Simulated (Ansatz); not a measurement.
Basis-set extrapolation for C2H5FO2 (`CC(O)(O)F`) (PBE0-D4/def2-TZVP geometry, frozen core, Ansatz 0.2.0). Multiplicity 1, RHF reference.

|  | def2-TZVPP | def2-QZVPP |
| --- | --- | --- |
| HF | -327.974935 | -327.989746 |
| MP2 correlation | -1.068685 | -1.154764 |
| CCSD(T) correlation | -1.128739 | not run |

Energies in hartree. Use E(X) = E(∞) + A·exp(−7.88·√X) for Hartree–Fock and E(X) = E(∞) + B·X^(−2.97) for correlation, with X = 3 and 4, and add CCSD(T) minus MP2 of the smaller set to the MP2 limit.

**Question.** What is the CCSD(T) energy at the basis-set limit?

**Answer.** HF limit: -327.989746 + (-0.014811) × 0.13774 = -327.99179. MP2 limit: -1.154764 + (-0.086079) × 0.74074 = -1.21853. Higher-order term: -1.128739 − (-1.068685) = -0.06005. Total: -329.27037 hartree, 104.6 kcal/mol below CCSD(T)/def2-TZVPP.
